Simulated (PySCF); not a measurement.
# Vibration and rotation of NaP

ROHF-CCSD(T) constants of NaP, ³Σ⁻ (triplet), unpaired electrons π ↑↑ (basis Na 3-21G, P 3-21G; no relativity; PySCF 2.14; masses 22.9898 and 30.9738 u):

| Quantity | Value |
| --- | --- |
| ωe | 227.0 cm⁻¹ |
| ωexe | 1.69 cm⁻¹ |
| Be | 0.16014 cm⁻¹ |
| αe | 0.00144 cm⁻¹ |
| De to Na + P | 0.70 eV |

**Question.** What force constant and bond length do these constants imply?

**Answer.** Reduced mass μred = 13.196 u; k = 5.8918×10⁻⁷·μred·ωe² (u, cm⁻¹, mdyn/Å) = 0.401 mdyn/Å; Re = √(16.8576/(μred·Be)) (u, cm⁻¹, Å) = 2.824 Å.

**Question.** Estimate the centrifugal constant D from the Kratzer relation and find the Dunham coefficient a1.

**Answer.** D = 4Be³/ωe² = 3.19e-07 cm⁻¹; a1 = −1 − αeωe/(6Be²) = -3.12.

Correlated steps freeze 6 core orbitals. The CCSD T1 diagnostic is raised, a sign that a single reference may not be enough here. 3-21G is very small, so such numbers show the basis as much as the molecule. The state is the lowest determinant that a PBE0 search found; another state may lie lower at other levels.
